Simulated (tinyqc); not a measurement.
Inside a calculation. Method: RHF in the sto-6g basis, for HF, spin multiplicity 1. One step of it, computed by the program tinyqc.

Problem. Iteration 3: DIIS coefficients. Solve [B -1; -1 0][c; lambda] = [0; -1] for the coefficients, which sum to one.

B (overlaps of the stored error matrices), lower triangle:
```
               1              2              3
1  6.8436820e+00
2  8.5072373e-02  9.9233831e-02
3  8.4489520e-03  1.5908360e-02  3.3457402e-03
```

Give: DIIS coefficients.

Solution.

DIIS coefficients: 0.0009  -0.1784  1.1774
